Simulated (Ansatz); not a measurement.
Structure relaxation of Os3C

These are results of DFT r2SCAN, scalar-relativistic, plane waves, PAW in Ansatz, not measurements. Cutoff 500 eV, Γ-centred k mesh, Gaussian smearing, no spin polarisation in the final step.

The start puts Os3C on the Cu3Au (L1_2) structure type (Pm-3m, No. 221), with C in place of Au, Os in place of Cu, at a guessed volume.

```yaml
crystal:
  lattice:
    - [3.59421, 0.00000, 0.00000]
    - [0.00000, 3.59421, 0.00000]
    - [0.00000, 0.00000, 3.59421]
  atoms:
    - { symbol: Os, position: [0.00000, 0.50000, 0.50000] }
    - { symbol: Os, position: [0.50000, 0.00000, 0.50000] }
    - { symbol: Os, position: [0.50000, 0.50000, 0.00000] }
    - { symbol: C, position: [0.00000, 0.00000, 0.00000] }
```

Cell and atoms relax at zero pressure; the relaxation can't lower the symmetry of the start. After a coarse first stage the cell is made exact in the group found at 0.06 Å.

Formation energies are uncorrected and refer to the elements' standard structures at the same level.

Describe the relaxed structure.

It keeps Pm-3m (No. 221). The result has the Cu3Au (L1_2) structure. Conventional cell: a = 3.735 Å. Os is coordinated by 4 C at 2.64 Å and 8 Os at 2.64 Å; C is coordinated by 12 Os at 2.64 Å.

Space group Pm-3m (No. 221). a = 3.735 Å, b = 3.735 Å, c = 3.735 Å, α = 90.00°, β = 90.00°, γ = 90.00°
```csv
atom,site,symmetry,x,y,z
Os,3c,4/mm.m,0.0000,0.5000,0.5000
C,1a,m-3m,0.0000,0.0000,0.0000
```

What are its volume, energy, density and gap?

The volume per atom is 13.02 Å³. The density is 18.58 g/cm³ and the energy over the elements is 2.02 eV/atom. The gap on the 12×12×12 mesh is 0 eV (a metal).

The final run used a 12×12×12 mesh on its 4-atom cell and 0.10 eV smearing. For metals, differences of a few meV/atom aren't resolved. Spin–orbit coupling is left out. A structure relaxed within its symmetry needn't be a true minimum. The steps took roughly 90 core-seconds in all.

Cost: 3 runs of about 1.5 core-minutes in all, on Arm Neoverse V2 (shared hosts).